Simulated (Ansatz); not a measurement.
Abridged output of a molecular run in Ansatz:

```
Functional definition: HF
752 factors; integrals over basis functions are off by at most 1.3e-3 eV
mean field evaluation 1: about -2821.0783 eV, gradient 1.8e1 eV
mean field evaluation 2: about -2821.1411 eV, gradient 1.8e1 eV
mean field evaluation 4: about -2823.4440 eV, gradient 2.4e0 eV
mean field evaluation 8: about -2823.5090 eV, gradient 2.2e-1 eV
mean field evaluation 16: about -2822.6106 eV, gradient 4.1e0 eV
mean field -2823.51002276 eV, -103.7620794927 hartree, gradient 2.8e-6 eV, S^2 0.752868; 2 other end points of the search recorded, 0 dependent functions left out
3 core orbitals not correlated: weight in the atoms' cores, before any rotation towards them, 1.000 or more for the frozen orbitals, at most 0.000 for the correlated occupied ones
reference -2823.51002276 eV, -103.7620794927 hartree; 9, 8 occupied and 60, 61 virtual orbitals, 752 factors
second order -9.56122338 eV of doubles, -0.00000000 eV of singles
cycle   1  -10.42189509 eV  change   -8.6e-1 eV  update   6.5e-2
cycle   2  -10.73913109 eV  change   -3.2e-1 eV  update   2.1e-2
cycle   3  -10.77307909 eV  change   -3.4e-2 eV  update   7.3e-3
cycle   4  -10.77241575 eV  change    6.6e-4 eV  update   2.7e-3
cycle   5  -10.77219083 eV  change    2.2e-4 eV  update   9.8e-4
cycle   6  -10.77204881 eV  change    1.4e-4 eV  update   3.1e-4
cycle   7  -10.77204795 eV  change    8.6e-7 eV  update   9.8e-5
cycle   8  -10.77205402 eV  change   -6.1e-6 eV  update   3.8e-5
cycle   9  -10.77205101 eV  change    3.0e-6 eV  update   1.5e-5
perturbative correction -0.29372173 eV, -0.0107940747 hartree
Total energy: -2834.57579551 eV, -104.1687391405 hartree
Checks for a lower state left out: cluster_reference
```

Its atoms:

```xyz
9

B     0.286   -0.862   -1.366
C    -0.349    0.051   -0.305
C     0.386    0.285    1.009
H    -0.154   -1.149   -2.441
H    -0.556    1.006   -0.817
H    -1.358   -0.358   -0.124
H    -0.172    0.951    1.673
H     1.367    0.732    0.833
H     0.550   -0.656    1.538
```

Which basis set was used?
A. cc-pV(T+d)Z
B. cc-pV(Q+d)Z
C. def2-SVP
D. def2-TZVPPD

C. It gives 72 functions.

Write the keys of the input that set method, charge and spin (a neutral closed shell needs none for the last two).


```yaml
magnetization: {spin_polarized: true, initial_magnetization: 1}
correlation: {method: ccsd_t}
scf: {omitted_lower_state_checks: [cluster_reference]}
```
